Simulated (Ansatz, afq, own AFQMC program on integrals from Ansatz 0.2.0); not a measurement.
**BSiH₄, doublet: AFQMC among the cluster methods**

```yaml
atoms:
  - { symbol: Si, position_ang: [0.0000, 0.0000, 0.5624] }
  - { symbol: B, position_ang: [0.0000, 0.0000, -1.3599] }
  - { symbol: H, position_ang: [0.0000, 1.2187, 1.4093] }
  - { symbol: H, position_ang: [0.0000, -1.2187, 1.4093] }
  - { symbol: H, position_ang: [0.8981, -0.5185, -1.9521] }
  - { symbol: H, position_ang: [-0.8981, 0.5185, -1.9521] }
```

Connectivity, by distances: SiH2–BH2.

Basis 6-31G. Noble-gas cores (and the filled d shells of Ga–Kr and In–Xe) are frozen. Integrals, coupled cluster, full CI and functionals: Ansatz 0.2.0; the random walks run on the same integrals in our own AFQMC program. The CISD trial takes its coefficients from CCSD amplitudes. Released means that phaseless walkers are propagated on without the constraint, phases kept. Uncertainties: one standard error, sampling alone.

Determinant: UHF, the one that the program's search chose, which needn't be the lowest solution. The geometry is a point of a scan.

No full CI on the walks' own integrals is used here; CCSDT(Q) serves as the reference and is uncertain by about the last step of the cluster series.

The T1 diagnostic is 0.0268 and the weight of the determinant in the CISD state is 0.902. The ⟨S²⟩ of the determinant is 0.764 and the size of the correlated space is 11 electrons in 24 orbitals.

```tsv
level	correlation energy (eV)
MP2	-2.6428
CCSD	-3.5004
CCSD(T)	-3.5677
```

Problem. Estimate where phaseless AFQMC with the Hartree–Fock trial lies against CCSD(T) on the same integrals.

Solution. 48.8 ± 41.5 meV below CCSD(T). The gap is under twice the noise, so this walk alone can't tell the two apart.

Reference: CCSDT(Q), correlation energy -3.591 eV. The released energy is read at 2.40 1/Eh (meV from the phaseless value at times in 1/Eh: -2 ± 6 at 0.24, 6 ± 8 at 0.51, 1 ± 7 at 0.99, -8 ± 8 at 1.62, 6 ± 9 at 2.40).

```json
{"level": "CCSD(T)", "E − E(reference) (meV)": "23.4", "share of correlation (%)": "99.35"}
{"level": "CCSDT", "E − E(reference) (meV)": "1.9", "share of correlation (%)": "99.95"}
{"level": "ph-AFQMC/HF", "E − E(reference) (meV)": "-25.4 ± 41.5", "share of correlation (%)": "100.71"}
{"level": "ph-AFQMC/CISD", "E − E(reference) (meV)": "-0.3 ± 5.7", "share of correlation (%)": "100.01"}
{"level": "released AFQMC", "E − E(reference) (meV)": "5.7 ± 8.5", "share of correlation (%)": "99.84"}
```

A walk keeps the symmetry of its determinant, which the program's search chose and which needn't be the lowest solution, so a lower state of the same spin and another symmetry isn't excluded. Released energies are given only where the last usable release times agree within the noise; a slower fall can still hide under it.
